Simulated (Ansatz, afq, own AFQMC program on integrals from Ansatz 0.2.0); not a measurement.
# NH3F, doublet: AFQMC among the cluster methods

```
atom    x (Å)    y (Å)    z (Å)
   N  -1.1439  -0.0158  -0.0246
   H  -1.4412   0.9520  -0.0246
   H  -1.4412  -0.4181   0.8556
   H  -0.0329  -0.0158  -0.0246
   F   0.9981  -0.0158  -0.0246
```

Connectivity, by distances: NH2 ··· F, 1 bridging H.

Basis cc-pVTZ. Noble-gas cores (and the filled d shells of Ga–Kr and In–Xe) are frozen. AFQMC by an in-house program on the Cholesky factors that Ansatz 0.2.0 writes for its CCSD(T) run. The CISD trial takes its coefficients from CCSD amplitudes. Released means that phaseless walkers are propagated on without the constraint, phases kept. Error bars are statistical, one sigma.

Determinant: UHF, the one that the program's search chose, which needn't be the lowest solution. The geometry is a point of a scan.

No full CI on the walks' own integrals is used here. The released AFQMC energy serves as the reference, which it does only where one determinant dominates, the energy is flat over the last release times and near the phaseless one (40 meV or 2 meV an electron, half that with transition metals). On small molecules, where full CI could be run and the noise was under 10 meV, such values lay within 10 meV of it in 19 cases of 20, a flattering rate, since the rule was set on those same cases; what remains of the bias isn't in the error bar.

Cautions: the released value is read at 0.99 1/Eh with a noise of 14 meV, more than in the cases checked, later times being too noisy (meV from the phaseless value at times in 1/Eh: -15 ± 6 at 0.24, -27 ± 10 at 0.51, -4 ± 14 at 0.99, -28 ± 16 at 1.50).

- T1 diagnostic: 0.0336
- weight of the determinant in the CISD state: 0.867
- ⟨S²⟩ of the determinant: 0.762
- size of the correlated space: 15 electrons in 100 orbitals

Reference: AFQMC with the constraint released, correlation energy -13.781 ± 0.014 eV.

```csv
level,E − E(reference) (kJ/mol),share of correlation (%)
HF,1329.7 ± 1.3,0.00
MP2,87.4 ± 1.3,93.43
CCSD,40.9 ± 1.3,96.92
CCSD(T),2.2 ± 1.3,99.84
ph-AFQMC/CISD,0.4 ± 1.5,99.97
```

A walk keeps the symmetry of its determinant, which the program's search chose and which needn't be the lowest solution, so a lower state of the same spin and another symmetry isn't excluded. Released energies are given only where the last usable release times agree within the noise; a slower fall can still hide under it.
